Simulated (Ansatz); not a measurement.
# Energy profile

The step: Si₂H₆ ([SiH3][SiH3]) + CH₄ → CH₆Si ([CH3][SiH3]) + SiH₄; bonds formed: Si1–C7, Si2–H6; bonds broken: Si1–Si2, H6–C7 (atoms numbered as in the saddle structure below).

Si1  (-0.201, 0.905, 0.741)
Si2  (1.462, -1.148, 0.259)
H3  (-1.261, 1.987, 0.782)
H4  (-0.441, 0.166, 2.007)
H5  (1.048, 1.689, 0.557)
H6  (-0.222, -0.233, -0.458)
C7  (-1.326, 0.287, -1.017)
H8  (2.324, -0.866, 1.447)
H9  (0.997, -2.566, 0.396)
H10  (2.361, -1.112, -0.939)
H11  (-1.213, -0.534, -1.736)
H12  (-1.248, 1.239, -1.540)
H13  (-2.279, 0.184, -0.499)
(Å)

Electronic energies by CCSD(T) at an estimated basis limit (MP2 extrapolated from triple and quadruple zeta, plus CCSD(T) − MP2 in triple zeta), on PBE0-D4/def2-TZVP structures; CH$_{10}$Si$_{2}$, singlet; no counterpoise correction. Computed with Ansatz 0.2.0 (basis: def2-TZVPP and def2-QZVPP); correlated methods freeze the cores. Extrapolation: Hartree–Fock as exp(−7.88 √X), correlation as X^−2.97.

Task: Give the profile in eV, counted from the separated reactants. (Judge from chemistry; the value comes from the calculation.)

Result: The calculation gives:
```
                                                                                                                                      point      eV
separated: Si$_{2}$H$_{6}$ (linked as [SiH3][SiH3]; Si1, Si2, H3, H4, H5, H8, H9, H10; singlet) + CH$_{4}$ (H6, C7, H11, H12, H13; singlet)   0.000
                                                                                                                            start structure  -0.044
                                                                                                                                     saddle   3.594
                                                                                                                              end structure   0.034
     separated: CH$_{6}$Si (linked as [CH3][SiH3]; Si1, H3, H4, H5, C7, H11, H12, H13; singlet) + SiH$_{4}$ (Si2, H6, H8, H9, H10; singlet)   0.093
```

The T1 diagnostic stays at or below 0.013.

For scale, one of the runs: CCSD(T)/def2-TZVPP, 255 basis functions, launched by `ansatz run in.yaml --threads 4 --pin off --events-out ev --progress --plain --max-ram 9574MiB`. Time: 66 s of wall clock on 4 CPU threads of an AMD EPYC 7R43; the host was shared. Peak host memory: 5.3 GiB.
